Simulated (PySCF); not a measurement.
Molecule: N-methylisobutylamine (SMILES CNCC(C)C).

Geometry:
```
atom   x (Å)   y (Å)   z (Å)
  C1   2.794  -0.292   0.403
  N2   1.450  -0.614   0.000
  C3   0.542   0.507   0.011
  C4  -0.880   0.104  -0.376
  C5  -1.781   1.329  -0.462
  C6  -1.440  -0.944   0.577
  H7   2.798   0.044   1.453
  H8   3.433  -1.187   0.348
  H9   3.279   0.511  -0.195
 H10   1.452  -1.043  -0.923
 H11   0.526   0.927   1.034
 H12   0.876   1.340  -0.651
 H13  -0.826  -0.345  -1.387
 H14  -2.798   1.055  -0.784
 H15  -1.868   1.820   0.522
 H16  -1.392   2.073  -1.174
 H17  -1.573  -0.517   1.585
 H18  -2.421  -1.313   0.238
 H19  -0.751  -1.795   0.665
```

Geometry PBE0-D3(BJ)/def2-SVP throughout; GIAO in PySCF 2.14, gas phase, one conformer, non-relativistic; equivalent atoms averaged; basis pcSseg-1.

Question: How do the absolute shieldings σ depend on the functional? (a selection of nuclei; ppm; last column core-seconds on shared hosts with different chips, so compare them loosely; the GGAs took longer than the global hybrids here, which isn't the general rule, and the cause wasn't traced)

Answer: 
| functional | kind | C3 | C1 | C4 | C5/C6 | N2 | H7/H8/H9 | H11/H12 | H14/H15/H16/H17/H18/H19 | H13 | core-s |
| --- | --- | --- | --- | --- | --- | --- | --- | --- | --- | --- | --- |
| HF | Hartree–Fock | 135.7 | 155.5 | 163.0 | 169.7 | 234.4 | 29.38 | 29.89 | 30.71 | 30.88 | 14 |
| LDA | LDA | 112.3 | 141.1 | 145.5 | 158.0 | 212.7 | 28.20 | 28.57 | 29.84 | 29.50 | 34 |
| PBE | GGA | 114.4 | 140.2 | 144.9 | 157.1 | 208.1 | 28.62 | 28.98 | 30.20 | 29.94 | 46 |
| BLYP | GGA | 108.0 | 134.5 | 138.3 | 151.6 | 200.5 | 28.76 | 29.12 | 30.34 | 30.12 | 45 |
| BP86 | GGA | 114.2 | 139.7 | 144.7 | 156.7 | 209.3 | 28.69 | 29.03 | 30.26 | 30.02 | 44 |
| OPBE | GGA | 124.7 | 146.9 | 152.7 | 163.4 | 214.9 | 28.74 | 29.06 | 30.26 | 29.98 | 44 |
| KT2 | GGA | 118.8 | 143.7 | 148.3 | 160.8 | 210.4 | 28.60 | 28.97 | 30.18 | 29.92 | 32 |
| KT3 | GGA | 120.0 | 143.1 | 147.6 | 159.9 | 207.4 | 28.79 | 29.14 | 30.33 | 30.08 | 32 |
| B97-D | GGA | 115.2 | 139.3 | 144.1 | 156.1 | 206.9 | 28.84 | 29.18 | 30.38 | 30.17 | 32 |
| B3LYP | global hybrid | 114.7 | 139.8 | 144.5 | 156.2 | 209.9 | 28.87 | 29.26 | 30.38 | 30.24 | 23 |
| PBE0 | global hybrid | 122.1 | 145.9 | 151.9 | 162.1 | 218.7 | 28.80 | 29.19 | 30.29 | 30.14 | 21 |
| mPW1PW91 | global hybrid | 121.6 | 145.0 | 151.1 | 161.3 | 217.9 | 28.86 | 29.24 | 30.34 | 30.21 | 21 |
| WP04 | global hybrid | 111.0 | 132.8 | 137.2 | 149.5 | 202.3 | 29.25 | 29.51 | 30.60 | 30.47 | 26 |
| B97-2 | global hybrid | 122.2 | 145.1 | 151.0 | 161.3 | 216.6 | 28.91 | 29.28 | 30.39 | 30.25 | 23 |
| BHandHLYP | global hybrid | 122.9 | 146.1 | 152.0 | 161.7 | 220.5 | 29.03 | 29.46 | 30.46 | 30.43 | 23 |
| CAM-B3LYP | range-separated hybrid | 119.2 | 144.0 | 149.4 | 160.0 | 217.9 | 28.85 | 29.26 | 30.33 | 30.24 | 32 |
| wB97X-D | range-separated hybrid | 122.9 | 146.0 | 152.6 | 162.2 | 221.7 | 28.94 | 29.32 | 30.40 | 30.32 | 32 |
| LC-wPBE | range-separated hybrid | 129.5 | 151.6 | 159.1 | 167.2 | 230.7 | 28.96 | 29.34 | 30.36 | 30.30 | 40 |

Question: Which nucleus among those listed moves most, in ppm?

Answer: N2 (amine nitrogen): from 200.5 ppm with BLYP to 234.4 ppm with HF. The smallest spread is 0.87 ppm, at H14/H15/H16/H17/H18/H19. Proton shifts span only some 12 ppm, so a few tenths of a ppm matter as much there as several ppm in carbon.
